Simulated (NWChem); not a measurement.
# hydrogen chloride (HCl); SMILES Cl

All runs: NWChem. Pople sets run with spherical d functions. Each level has its own optimisation. Entropies are gas-phase, rigid-rotor, harmonic values for NWChem's default masses at 298.15 K and 1 bar, so the errors hold that model's part too (torsions, anharmonicity).

Measured entropy at 1 bar: 44.7 cal/(mol K) (CRC Handbook, as tabulated in the package chemicals).

```tsv
level	entropy at 1 bar (cal/(mol K))	computed − measured
BP86/def2-TZVP	44.6	-0.1
Hartree-Fock/6-31G*	44.5	-0.2
B3LYP/6-31G*	44.6	-0.1
B3LYP/3-21G	44.7	0.0
PBE-D3(BJ)/def2-SVP	44.6	-0.1
```
